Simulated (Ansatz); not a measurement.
Calculated with Ansatz (gas phase, PBE0-D4/def2-TZVP geometries, no zero-point term in ΔE). CCSD(T)/CBS is the MP2 limit (def2-TZVPP, def2-QZVPP) plus CCSD(T) − MP2 in def2-TZVPP, frozen cores. This one scheme is used for every species, atoms too. DFT in def2-TZVPP. Open shells (•) are unrestricted, without spin–orbit coupling. Spin–orbit coupling would lower the free atoms: a little for C, Cl, F.

`FC1=CC1Cl` → 3 C• + Cl• + F• + 2 H•  (atomization)

`FC1=CC1Cl`:

Cartesian coordinates in Å:
```
F -1.793 -1.173 0.168
C -0.630 -0.596 0.131
C 0.557 -0.474 0.616
C 0.146 0.430 -0.513
Cl -0.196 2.165 -0.191
H 1.352 -0.704 1.302
H 0.563 0.352 -1.513
```

```
  level  ΔE (eV)
ωB97M-V    29.17
    PBE    30.52
```

**Question.** What does CCSD(T)/CBS give? (Estimate.)

**Answer.** The calculation gave: +28.88 eV. The listed levels differ from it by 0.29, 1.64 eV.

Largest T1 diagnostic among the species: 0.011.

From r2SCAN to r2SCAN0 (25 % exact exchange), in def2-TZVPP and without D4, ΔE moves by −0.77 eV: exact exchange takes away binding that semilocal exchange gives to molecules. The D4 term adds +0.23 eV with B3LYP and +0.12 eV with PBE0; it sums over pairs of atoms, weighted by their polarisabilities, and B3LYP, whose exchange is more repulsive, gets the larger term.

B3LYP here is the variant with VWN-RPA as its local correlation; programs differ in this.

For atomizations the MP2-based limit and the directly extrapolated one differ by several kJ/mol either way, and by 10 to 25 for some Ge, Se and Sn compounds, so smaller differences from it don't rank the levels.
